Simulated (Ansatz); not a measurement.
## Multireference treatment of H4N (charge +1), singlet

Program: Ansatz, Gaussian basis, development build. Basis cc-pVDZ, nonrelativistic, 1 orbital frozen in the corrections. State-specific CASSCF; RHF is the lowest restricted (open-shell) Hartree–Fock solution met. Solutions may break the symmetry of the shape. No proof that the lowest CASSCF solution was found.

Geometry:

| atom | x (Å) | y (Å) | z (Å) |
| --- | --- | --- | --- |
| N | 0.0000 | 0.0000 | 0.0000 |
| H | 0.6420 | 0.6420 | 0.6420 |
| H | 0.6420 | -0.6420 | -0.6420 |
| H | -0.6420 | 0.6420 | -0.6420 |
| H | -0.6420 | -0.6420 | 0.6420 |

Task: What do CASSCF and its corrections give against RHF in CAS(8,8), and what are the occupations?

Result: CASSCF -3.163 eV, SC-NEVPT2 -5.312 eV; occupations 1.98, 1.97, 1.97, 1.97, 0.03, 0.03, 0.03, 0.02.
